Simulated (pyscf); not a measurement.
Single points on ωB97X-D3(BJ)/def2-SVP structures (PySCF, gas phase).

Question: Estimate the classical barrier height and the reaction energy of HO–B(Cl)–BH–Cl + hydrogen (H₂) → H₂B–B(OH)–Cl + hydrogen chloride (HCl) at r²SCAN/def2-TZVP. The step runs on the singlet surface, breaks B–Cl, H–H and forms Cl–H, B–H; take the separated reactants as zero.

Answer: ΔE‡ = 88.3 kJ/mol, ΔE = +83.3 kJ/mol. ωB97M-D3(BJ)/def2-TZVP gives 102.3 kJ/mol and +76.0 kJ/mol. Zero-point energy shifts the barrier by +13.6 kJ/mol. It is a four-centre exchange, with an imaginary mode of 756i cm⁻¹. On the product side the descent ends in a complex, 21.9 kJ/mol under the separated species and 48.7 kJ/mol under the saddle at ωB97X-D3(BJ)/def2-TZVP. One saddle was located; it need not be the lowest between these sides.
